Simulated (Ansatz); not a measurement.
**CH₂N+ (quintet): wave-function methods side by side, cc-pVDZ**

How much of the correlation energy of CH₂N+ (quintet) does each wave-function method recover here?

Computed with Ansatz 0.2.0, Gaussian basis. Level: cc-pVDZ, core rule «outside noble gas», up to 2 orbitals frozen.

Plan: UHF; CCSD(T) on ROHF; CCSD(T) on UHF; BCCD(T) on ROHF; CISD; CCSDT(Q) on ROHF; CCSDT(Q) on UHF; CASSCF and MRCISD+Q, 10 electrons in 10 orbitals; CASSCF and NEVPT2, 10 electrons in 10 orbitals.

22 further runs of the same task are left out: 10 that didn't finish, 12 set aside as unsound or not needed.

## Step 1: The geometry

The geometry is a PBE0/def2-TZVP stationary point (not a proven minimum) of the parent state, kept for this charge and spin.

4 atoms, charge 1, spin multiplicity 5.

Atoms are counted from 1 here; the program's logs count them from 0.

Bond lengths: N1–C2 1.365 Å, N1–H3 1.004 Å, N1–H4 1.004 Å. Angles: C2–N1–H3 120.7°, C2–N1–H4 120.7°, H3–N1–H4 118.6°.

## Step 2: UHF

The input, in.yaml:

```yaml
crystal:
  periodic: [false, false, false]
  atoms:
    - {symbol: N, position_ang: [0.000000, 0.000000, 0.548062]}
    - {symbol: C, position_ang: [0.000000, 0.000000, -0.817088]}
    - {symbol: H, position_ang: [0.000000, 0.863263, 1.060214]}
    - {symbol: H, position_ang: [0.000000, -0.863263, 1.060214]}
basis:
  gaussian: {orbitals: cc-pVDZ}
total_charge: 1
magnetization: {spin_polarized: true, initial_magnetization: 4}
hamiltonian: {xc: hf}
output: {orbitals: {seedname: orbitals}}
```

On the command line:

```sh
> ansatz run in.yaml --threads 1 --pin off --events-out ev --progress --plain --max-ram 2393MiB
```

After this run come: CCSD(T) on ROHF; CCSD(T) on UHF; BCCD(T) on ROHF; CISD; CCSDT(Q) on ROHF; CCSDT(Q) on UHF; CASSCF and MRCISD+Q, 10 electrons in 10 orbitals; CASSCF and NEVPT2, 10 electrons in 10 orbitals.

**Question.** What will the summary of the whole plan be? Wanted: UCCSDT(Q) below the RHF energy; RMP2 from UCCSDT(Q); UMP2 from UCCSDT(Q); RCCSD from UCCSDT(Q); RCCSD(T) from UCCSDT(Q); UCCSD(T) from UCCSDT(Q); RCCSDT(Q) from UCCSDT(Q); NEVPT2 valence from UCCSDT(Q); MRCISD+Q valence from UCCSDT(Q).

As calculated:

| quantity | value |
| --- | --- |
| UCCSDT(Q) below the RHF energy | -5.6056 eV |
| RMP2 from UCCSDT(Q) | +80.1 kJ/mol |
| UMP2 from UCCSDT(Q) | +80.6 kJ/mol |
| RCCSD from UCCSDT(Q) | +11.4 kJ/mol |
| RCCSD(T) from UCCSDT(Q) | +2.1 kJ/mol |
| UCCSD(T) from UCCSDT(Q) | +1.9 kJ/mol |
| RCCSDT(Q) from UCCSDT(Q) | +0.2 kJ/mol |
| NEVPT2 valence from UCCSDT(Q) | +73.2 kJ/mol |
| MRCISD+Q valence from UCCSDT(Q) | +1.7 kJ/mol |
| levels within 1 kcal/mol (43 meV) | RCCSD(T), UCCSD(T), BCCD(T), RCCSDT, UCCSDT, RCCSDT(Q), MRCISD+Q valence |
| T1 diagnostic | 0.014 |
| effectively unpaired electrons | 4.01 |

RCCSD(T) lands +2.1 kJ/mol from the yardstick (0.4 % of the correlation energy). One determinant dominates. Of the multireference levels listed MRCISD+Q valence comes nearest in total energy (+1.7 kJ/mol), which doesn't show that its space is the better one. These misses are within one basis, not against nature; the frozen cores of restricted and unrestricted runs differ, which can shift their rows.
